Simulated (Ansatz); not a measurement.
**C3H4, singlet: the ladder up to RCCSDT(Q)**

Geometry: MP2(full)/6-31G*, from the G2/97 set.

```yaml
atoms:
  - { symbol: C, position_ang: [0.0000, 0.0000, 0.8790] }
  - { symbol: C, position_ang: [0.0000, -0.6505, -0.4781] }
  - { symbol: C, position_ang: [0.0000, 0.6505, -0.4781] }
  - { symbol: H, position_ang: [0.9124, 0.0000, 1.4771] }
  - { symbol: H, position_ang: [-0.9124, 0.0000, 1.4771] }
  - { symbol: H, position_ang: [0.0000, -1.5841, -1.0177] }
  - { symbol: H, position_ang: [0.0000, 1.5841, -1.0177] }
```

Basis cc-pVDZ; Ansatz 0.2.0. Only valence electrons are correlated (noble-gas cores frozen), which leaves 16 electrons in 59 orbitals. R marks a restricted (for open shells ROHF) determinant. Active spaces: frontier = (8e, 8o) about the gap.

Full CI isn't at hand for all of this; RCCSDT(Q) serves as the reference, and is uncertain by about the last step of the cluster series.

* UHF ⟨S²⟩: 0.000
* T1 diagnostic (RCCSD): 0.0091
* largest doubles amplitude (RCCSD): 0.106

**Question.** From what is known of these methods and the diagnostics, rank them by the size of their error in total energy against RCCSDT(Q) in cc-pVDZ, smallest first (an estimate: the text doesn't fix the numbers).
A. RHF
B. CASSCF (frontier space)
C. RCCSDT
D. RCCSD(T)
E. NEVPT4(SD) (frontier space)

**Answer.** C (3.3 kJ/mol), D (4.6 kJ/mol), E (18.9 kJ/mol), B (894.8 kJ/mol), A (1178.7 kJ/mol).

All errors are against RCCSDT(Q) in cc-pVDZ. Within each family the higher level lies nearer, as is usual though not guaranteed.

Atomization energy (electronic, same basis, no zero-point term; atoms at the same level, unrestricted beside the R rows where the molecule is a closed shell, with restricted open-shell steps beyond CCSDT(Q)) at RCCSDT(Q): 2631.3 kJ/mol. Errors of other levels:

```json
{"level": "RHF", "error (kJ/mol)": "-594.5"}
{"level": "RMP2", "error (kJ/mol)": "51.4"}
{"level": "CISD", "error (kJ/mol)": "-159.5"}
{"level": "RCCSD", "error (kJ/mol)": "-37.2"}
{"level": "RCCSD(T)", "error (kJ/mol)": "-2.0"}
{"level": "BCCD(T)", "error (kJ/mol)": "-1.7"}
{"level": "RCCSDT", "error (kJ/mol)": "-3.2"}
```

This basis is far from its limit, so the value isn't to be set against a measured one. Truncated CI isn't size-consistent, which counts against it in atomization.
